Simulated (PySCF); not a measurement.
methanethiol (CH4S), SMILES CS.

Geometry: B3LYP-D3(BJ)/def2-TZVP.

These are PBE/def2-TZVPD in PySCF values and carry that method's errors.

Symmetry labels are those of the subgroup Cs that the program uses (full group Cs).

Computed valence orbital energies around the gap with their symmetry:
| orbital | symmetry | energy (eV) |
|---|---|---|
| HOMO−7 | A" | -154.53 |
| HOMO−6 | A' | -19.36 |
| HOMO−5 | A' | -15.94 |
| HOMO−4 | A' | -11.07 |
| HOMO−3 | A" | -10.50 |
| HOMO−2 | A' | -9.63 |
| HOMO−1 | A' | -8.13 |
| HOMO | A" | -5.60 |
| LUMO | A' | -0.77 |
| LUMO+1 | A' | -0.20 |
| LUMO+2 | A' | 0.60 |
| LUMO+3 | A" | 0.80 |
